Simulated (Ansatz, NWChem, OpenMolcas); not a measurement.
**Worked example: C4H6 → C2 + C2H6**

Gas-phase species: C4H6 (1,2-butadiene) `C=C=CC`, singlet; C2, singlet; C2H6 (ethane) `CC`, singlet. This is a balance of energies; it says nothing on the path, which may need atoms to shift.

Shapes, held fixed at every level: PBE0-D4/def2-TZVP. Programs: Ansatz 0.2.0, NWChem 7.3.0, OpenMolcas 26.06. A level may come from different programs for different species; with the same settings they agree closely. Electronic energies: no zero-point or thermal term.

At PBE0/def2-SVP; 1 Eh = 2625.50 kJ/mol:

| species | energy (Eh) |
| --- | --- |
| C4H6 | -155.662904 |
| C2 | -75.714448 |
| C2H6 | -79.663804 |

**Question.** Work out ΔE of the reaction at this level.

**Answer.** 
1. Products less reactants: (-75.714448) + (-79.663804) − [(-155.662904)] = 0.284652 Eh = +747.4 kJ/mol.

Other levels give +662.2 (B3LYP/STO-3G) to +799.6 kJ/mol (HF/def2-SVP). No measured value is set beside it here. PBE0/def2-SVP lies outside the range of the other correlated levels here, so it shouldn't be taken on trust. The median of the other correlated levels is +690.3 kJ/mol.
